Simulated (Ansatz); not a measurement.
Write a Python script for Ansatz's Python interface that makes a test of scalar relativity of LiP (charge +1). Level of theory (for the species named): PBE, cc-pVTZ basis, multiplicity 2, D3BJ dispersion.

```yaml
atoms:
  - { symbol: Li, position_ang: [0.0000, 0.0000, 0.0000] }
  - { symbol: P, position_ang: [0.0000, 0.0000, 2.4500] }
```

`run_x2c.py`
```python
import logging
import sys

import ansatz as az
import numpy as np

logging.basicConfig(stream=sys.stdout, format="%(levelname)s:%(name)s:%(message)s")
logger = logging.getLogger("ansatz_job")
logger.setLevel(logging.INFO)


def main() -> None:
    molecule = (
        az.Crystal.molecule()
        .atom("Li", [0.0, 0.0, 0.0])
        .atom("P", [0.0, 0.0, 2.45])
    )

    job = (
        molecule.calculation()
        .functional("PBE", dispersion="d3bj")
        .charge(1)
        .spin("collinear", total=1)
        .forces()
    )
    sets = {"none": "cc-pVTZ", "scalar": "cc-pVTZ-DK"}
    found = {kind: job.basis(gaussian=basis).pseudopotentials(relativity=kind).run().report for kind, basis in sets.items()}
    for kind, each in found.items():
        dipole = 4.803205 * np.linalg.norm(each["charge_distribution"]["dipole_moment_e_ang"])
        logger.info(f"{kind:7s} E = {each['free_energy_ev']:.4f} eV  dipole {dipole:.3f} D  largest force component {np.abs(each['forces_ev_ang']).max():.4f} eV/A")
    logger.info(f"relativity lowers the total energy by {found['none']['free_energy_ev'] - found['scalar']['free_energy_ev']:.3f} eV")


if __name__ == "__main__":
    main()
```

```console
$ python run_x2c.py
INFO:ansatz_job:none    E = -9479.3887 eV  dipole 7.159 D  largest force component 0.4085 eV/A
INFO:ansatz_job:scalar  E = -9501.8488 eV  dipole 7.161 D  largest force component 0.4074 eV/A
INFO:ansatz_job:relativity lowers the total energy by 22.460 eV
```

Notes:
- Total energies depend on the basis set; only differences at equal settings carry meaning.
- The geometry is a force-field or estimated start, not a minimum of this method. The basis set changes with the Hamiltonian (a set recontracted for scalar relativity), and most of the change in the total lies in the cores.
- The run takes the species as open-shell (spin multiplicity 2), which needn't be its ground state.
- The expectation value of S² is noticeably off S(S+1) in at least one run, so that state is spin-contaminated.
- An ion's dipole depends on the origin; the program takes it about the centre of nuclear charge.
- The spin state was assumed, and another may lie lower.
- Finished in 18 s on 1 thread of Arm Neoverse V1 (shared host), peak memory 0.19 GiB.
